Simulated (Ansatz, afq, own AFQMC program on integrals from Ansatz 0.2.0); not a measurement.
BH3O, singlet in cc-pVDZ, levels against CCSDT(Q)

| atom | x (Å) | y (Å) | z (Å) |
| --- | --- | --- | --- |
| B | 0.0000 | 0.0811 | 0.9258 |
| O | 0.0000 | -0.1164 | -0.7375 |
| H | 0.0000 | 1.1802 | 1.4119 |
| H | 0.0000 | -0.9154 | 1.5873 |
| H | 0.0000 | 0.7131 | -1.2220 |

Connectivity, by distances: BH2–OH.

Basis cc-pVDZ. Noble-gas cores (and the filled d shells of Ga–Kr and In–Xe) are frozen. Integrals, coupled cluster, full CI and functionals: Ansatz 0.2.0; the random walks run on the same integrals in our own AFQMC program. The CISD trial takes its coefficients from CCSD amplitudes. Released means that phaseless walkers are propagated on without the constraint, phases kept. Free AFQMC starts from the CCSD state and is never constrained. Its projection time is finite, and what remains of the start isn't in its error. Uncertainties: one standard error, sampling alone.

Determinant: RHF, the one that the program's search chose, which needn't be the lowest solution. The geometry is a point of a scan.

No full CI on the walks' own integrals is used here; CCSDT(Q) serves as the reference and is uncertain by about the last step of the cluster series.

Cautions: higher spins were not checked; raised T1 diagnostic (T1 0.024, weight of the determinant 0.89, largest double 0.04).

The T1 diagnostic is 0.0238. The weight of the determinant in the CISD state is 0.889. The size of the correlated space is 12 electrons in 41 orbitals.

| level | correlation energy (eV) |
| --- | --- |
| MP2 | -7.7522 |
| CCSD | -8.3419 |
| CCSD(T) | -8.5564 |

Estimate where AFQMC with the constraint released lies against CCSD(T) on the same integrals.

1.48 ± 0.78 kcal/mol below CCSD(T). The gap is under twice the noise, so this walk alone can't tell the two apart.

Reference: CCSDT(Q), correlation energy -8.603 eV. The released energy is read at 2.40 1/Eh (meV from the phaseless value at times in 1/Eh: -4 ± 17 at 0.24, -12 ± 16 at 0.51, -55 ± 18 at 0.99, -52 ± 28 at 1.62, -36 ± 34 at 2.40).

```tsv
level	E − E(reference) (kcal/mol)	share of correlation (%)
CCSD(T)	1.08	99.46
CCSDT	0.60	99.70
ph-AFQMC/HF	-4.14 ± 2.08	102.09
ph-AFQMC/CISD	0.42 ± 0.49	99.79
released AFQMC	-0.40 ± 0.78	100.20
free AFQMC	-0.17 ± 0.62	100.08
```

Free projections are given only where their last times agree within the noise and don't stop above the reference; a slow remainder of the start can still hide under it. A walk keeps the symmetry of its determinant, which the program's search chose and which needn't be the lowest solution, so a lower state of the same spin and another symmetry isn't excluded. Released energies are given only where the last usable release times agree within the noise; a slower fall can still hide under it.
